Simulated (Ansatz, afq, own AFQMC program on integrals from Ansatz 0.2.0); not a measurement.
## Where AFQMC and coupled cluster stand for BNH2, triplet

```xyz
4

B     0.0000    0.0000    1.2634
N     0.0000    0.0000   -0.7482
H     0.0000   -1.2370   -1.5770
H     0.0000    1.2370   -1.5770
```

Connectivity, by distances: B ··· N ··· H2.

Basis cc-pVDZ. Only valence electrons are correlated. Integrals, coupled cluster, full CI and functionals: Ansatz 0.2.0; the random walks run on the same integrals in our own AFQMC program. The CISD trial takes its coefficients from CCSD amplitudes. Released means that phaseless walkers are propagated on without the constraint, phases kept. Error bars are statistical, one sigma.

Determinant: ROHF, the one that the program's search chose, which needn't be the lowest solution. The geometry is a point of a scan.

No full CI on the walks' own integrals is used here; CCSDT(Q) serves as the reference and is uncertain by about the last step of the cluster series.

Cautions: lower spins were not checked; higher spins were not checked; a spin-contaminated unrestricted determinant lies lower (UHF 570 meV lower, ⟨S²⟩ 2.59); the released energies are still falling, so no released level is given (meV from the phaseless value at times in 1/Eh: -38 ± 26 at 0.24, -20 ± 24 at 0.51, -39 ± 26 at 0.99, -79 ± 28 at 1.62, -92 ± 31 at 2.40), though the last usable value meets CCSDT(Q) within the noise.

```
T1 diagnostic                               : 0.0293
weight of the determinant in the CISD state : 0.824
size of the correlated space                : 10 electrons in 36 orbitals
```

| level | correlation energy (eV) |
| --- | --- |
| MP2 | -6.1723 |
| CCSD | -7.4220 |
| CCSD(T) | -7.7049 |

Estimate where phaseless AFQMC with the Hartree–Fock trial lies against CCSD(T) on the same integrals.

453.1 ± 61.1 meV above CCSD(T).

Reference: CCSDT(Q), correlation energy -7.786 eV.

```json
{"level": "CCSD(T)", "E − E(reference) (meV)": "80.9", "share of correlation (%)": "98.96"}
{"level": "CCSDT", "E − E(reference) (meV)": "28.6", "share of correlation (%)": "99.63"}
{"level": "ph-AFQMC/HF", "E − E(reference) (meV)": "534.1 ± 61.1", "share of correlation (%)": "93.14"}
{"level": "ph-AFQMC/CISD", "E − E(reference) (meV)": "75.0 ± 19.3", "share of correlation (%)": "99.04"}
```

A walk keeps the symmetry of its determinant, which the program's search chose and which needn't be the lowest solution, so a lower state of the same spin and another symmetry isn't excluded.
